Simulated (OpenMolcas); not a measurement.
# BH3F− (SMILES [H][B-]([H])([H])F): levels of theory compared

We compute a comparison of 6 runs (HF/STO-3G, B3LYP/STO-3G, M06-2X/STO-3G, SVWN5/STO-3G, MP2/STO-3G, ACPF/STO-3G) of BH3F−. 

The results are computed with OpenMolcas 26.06.

1 further run of the same task is left out (for a known fault of the program).

## Step 1: The molecule

The species is BH3F− (5 atoms), meant as a singlet with charge -1. SMILES: `[H][B-]([H])([H])F`. The coordinates come from a GFN2-xTB relaxation.

Bond lengths: B1–F2 1.447 Å, B1–H3 1.227 Å, B1–H4 1.228 Å, B1–H5 1.226 Å. Angles: F2–B1–H3 108.4°, F2–B1–H4 108.4°, F2–B1–H5 108.4°, H3–B1–H4 110.5°, H3–B1–H5 110.6°, H4–B1–H5 110.5°.

## Step 2: A single-point energy at HF/STO-3G (run 1)

Input file input.xyz:

```xyz
5

B     -0.000350     0.000360    -0.057130
F      0.012500    -0.020940     1.389230
H      1.160070     0.011720    -0.454270
H     -0.590550     1.012650    -0.424140
H     -0.581670    -1.003790    -0.453700
```

Input file calc.input:

```
* BFH3 Hartree-Fock
&GATEWAY
BasLib=$CurrDir
Coord=input.xyz
Basis=STO-3G
Group=NoSym
&SEWARD
&SCF
Charge=-1
Thresholds=1e-10 1e-07 1e-07 1e-05
PrOrbitals=1 1
```

The basis set STO-3G is read from a file made from the Basis Set Exchange's data (not shown).

Command:

```console
$ export MOLCAS_MEM=1860
$ pymolcas calc.input > calc.log
```

Standard output:

```text
--- Start Module: gateway ---
[...]
--- Stop Module: gateway /rc=_RC_ALL_IS_WELL_ ---
--- Start Module: seward ---
[...]
      Basis functions           13
--- Stop Module: seward /rc=_RC_ALL_IS_WELL_ ---
--- Start Module: scf ---
[...]
       Convergence after  11 Iterations
[...]
::    Total SCF energy                               -124.0458771741
[...]
      Total spin, S                                     0.0000000000
[...]
      Total electronic charge=   18.000000
      Total            charge=   -1.000000
[...]
      Dipole Moment (debye):
      Origin of the operator (angstrom)=    0.0067   -0.0113    0.7394
                   X=  2.6214E-02               Y= -4.5343E-02               Z=  2.7952E+00           Total=  2.7956E+00
      Center of Charge (angstrom)
[...]
--- Stop Module: scf /rc=_RC_ALL_IS_WELL_ ---
[...]
```

It took 1.5 s on 1 thread of Arm Neoverse V2, shared host; peak memory 0.37 GiB.

## Step 3: The energy at B3LYP/STO-3G (run 2)

input.xyz is that of step 2.

Input file calc.input:

```
* BFH3 Kohn-Sham DFT
>>> EXPORT MOLCAS_PRINT=2

&gateway
  baslib
  $CurrDir
  coord
  input.xyz
  basis
  STO-3G
  group
  NoSym

&seward
  gridinput
  Grid=UltraFine
  End of Grid

&scf
  charge
  -1
  ksdft
  B3LYP
  thresholds
  1e-10 1e-07 1e-07 1e-05
  prorbitals
  1 1
```

The basis set STO-3G is read from a file made from the Basis Set Exchange's data (not shown).

Command:

```console
$ export MOLCAS_MEM=1860
$ pymolcas calc.input > calc.log
```

Standard output:

```text
--- Start Module: gateway ---
[...]
--- Stop Module: gateway /rc=_RC_ALL_IS_WELL_ ---
--- Start Module: seward ---
[...]
      Basis functions           13
--- Stop Module: seward /rc=_RC_ALL_IS_WELL_ ---
--- Start Module: scf ---
[...]
       Convergence after  12 Iterations
[...]
::    Total KS-DFT energy                            -124.6511503770
[...]
      Total spin, S                                     0.0000000000
[...]
      Total electronic charge=   18.000000
      Total            charge=   -1.000000
[...]
      Dipole Moment (debye):
      Origin of the operator (angstrom)=    0.0067   -0.0113    0.7394
                   X=  2.8817E-02               Y= -4.9545E-02               Z=  3.0969E+00           Total=  3.0974E+00
      Center of Charge (angstrom)
[...]
--- Stop Module: scf /rc=_RC_ALL_IS_WELL_ ---
[...]
```

Run time: 3.9 s. Hardware: 1 thread of Arm Neoverse V2, shared host; peak memory 0.37 GiB.

Run 3 isn't shown in full; the table further down has it.

## Step 4: A single-point energy at SVWN5/STO-3G (run 4)

input.xyz is that of step 3.

Input file calc.input:

```
>>> EXPORT MOLCAS_PRINT=2

&GATEWAY
  BasLib
  $CurrDir
  Coord
  input.xyz
  Basis
  STO-3G
  Group
  NoSym

&SEWARD
  GridInput
  Grid=UltraFine
  End of Grid

&SCF
  Charge
  -1
  KSDFT
  SVWN5
  Thresholds
  1e-10 1e-07 1e-07 1e-05
  PrOrbitals
  1 1
```

The basis set STO-3G is read from a file made from the Basis Set Exchange's data (not shown).

Command:

```console
$ export MOLCAS_MEM=1860
$ pymolcas calc.input > calc.log
```

Standard output:

```text
--- Start Module: gateway ---
[...]
--- Stop Module: gateway /rc=_RC_ALL_IS_WELL_ ---
--- Start Module: seward ---
[...]
      Basis functions           13
--- Stop Module: seward /rc=_RC_ALL_IS_WELL_ ---
--- Start Module: scf ---
[...]
       Convergence after  13 Iterations
[...]
::    Total KS-DFT energy                            -123.6555528251
[...]
      Total spin, S                                     0.0000000000
[...]
      Total electronic charge=   18.000000
      Total            charge=   -1.000000
[...]
      Dipole Moment (debye):
      Origin of the operator (angstrom)=    0.0067   -0.0113    0.7394
                   X=  2.9022E-02               Y= -4.9715E-02               Z=  3.1335E+00           Total=  3.1341E+00
      Center of Charge (angstrom)
[...]
--- Stop Module: scf /rc=_RC_ALL_IS_WELL_ ---
[...]
```

Wall time 3.3 s (1 thread of Arm Neoverse V2, shared host); peak memory 0.37 GiB.

Run 5 isn't shown in full; the table further down has it.

## Step 5: A single-point energy at ACPF/STO-3G (run 6)

input.xyz is that of step 4.

Input file calc.inp:

```
&GATEWAY
  BASLIB
  $CurrDir
  COORD
  input.xyz
  BASIS
  STO-3G
  GROUP
  NoSym

&SEWARD

&SCF
  CHARGE
  -1
  THRESHOLDS
  1e-10 1e-07 1e-07 1e-05
  PRORBITALS
  1 1

&MOTRA
  FROZEN
  2

&GUGA
  ELECTRONS
  14
  SPIN
  1
  INACTIVE
  7
  ACTIVE
  0
  CIALL
  1

&CPF
  ACPF
```

The basis set STO-3G is read from a file made from the Basis Set Exchange's data (not shown).

Command:

```console
$ export MOLCAS_MEM=1860
$ pymolcas calc.inp > calc.log
```

Standard output:

```text
--- Start Module: gateway ---
[...]
--- Stop Module: gateway /rc=_RC_ALL_IS_WELL_ ---
[...]
      Basis functions           13
[...]
       Convergence after  11 Iterations
[...]
::    Total SCF energy                               -124.0458771741
[...]
      Total spin, S                                     0.0000000000
[...]
      *** WARNING: Default frozen orbitals is overwritten by user input.
      *** Default values:   2
[...]
--- Start Module: guga ---
[...]
--- Stop Module: guga /rc=_RC_ALL_IS_WELL_ ---
--- Start Module: cpf ---
[...]
      Active orbitals                            0       0
[...]
      Spin quantum number                      0.0
[...]
     FINAL ACPF ENERGY        -124.12147121
     FINAL CORRELATION ENERGY   -0.07559404  REFERENCE ENERGY    -124.04587717
[...]
      Title:  ACPF natural orbitals
[...]
      Total electronic charge=   18.000000
      Total            charge=   -1.000000
[...]
      Dipole Moment (debye):
      Origin of the operator (angstrom)=    0.0067   -0.0113    0.7394
                   X=  2.8135E-02               Y= -4.8303E-02               Z=  3.0313E+00           Total=  3.0318E+00
      Quadrupole Moment (debye*angstrom):
[...]
--- Stop Module: cpf /rc=_RC_ALL_IS_WELL_ ---
[...]
```

Run time: 1.5 s. Hardware: 1 thread of Arm Neoverse V2, shared host; peak memory 0.37 GiB.

## Step 6: The series

| run | level | integration grid | frozen core orbitals | energy (Eh) | HOMO energy (eV) | LUMO energy (eV) | HOMO–LUMO gap (eV) | wall time |
| --- | --- | --- | --- | --- | --- | --- | --- | --- |
| 1 | HF/STO-3G | – | – | -124.045877 | -0.87 | 26.60 | 27.47 | 1.5 s |
| 2 | B3LYP/STO-3G | UltraFine | – | -124.651150 | 4.99 | 20.09 | 15.10 | 3.9 s |
| 3 | M06-2X/STO-3G | UltraFine | – | -124.649256 | 2.51 | 21.87 | 19.36 | 4.5 s |
| 4 | SVWN5/STO-3G | UltraFine | – | -123.655553 | 7.08 | 18.78 | 11.70 | 3.3 s |
| 5 | MP2/STO-3G | – | 2 | -124.100118 | -0.87 | 26.60 | 27.47 | 1.4 s |
| 6 | ACPF/STO-3G | – | 2 | -124.121471 | -0.87 | 26.60 | 27.47 | 1.5 s |

## Step 7: Results

```
                                                    quantity          value
                                         run 6: total energy  -124.12147 Eh
                  run 6: HOMO energy (Hartree–Fock orbitals)       -0.87 eV
                  run 6: LUMO energy (Hartree–Fock orbitals)       26.60 eV
run 6: HOMO–LUMO gap (to an unbound level, set by the basis)       27.47 eV
          run 6: correlation energy (2 core orbitals frozen)      -75.6 mEh
```

**Reading.** Below the HF energy at the same shape and in the same basis (STO-3G): MP2 -54.2 mEh; ACPF -75.6 mEh. Over runs 1, 2, 3, 4 the HOMO–LUMO gap runs from 11.70 eV (SVWN5/STO-3G) to 27.47 eV (HF/STO-3G). Exact exchange widens orbital gaps. The empty levels of an anion lie above zero and hang on the basis. Totals of different functionals can't be ranked against each other. In runs 2, 3, 4 the HOMO lies above zero, so the outermost electron may be held by the basis alone. In runs 1, 2, 3, 4, 5, 6 the basis is minimal, so the values are rough. All runs together took 16 s, the longest 4.5 s.
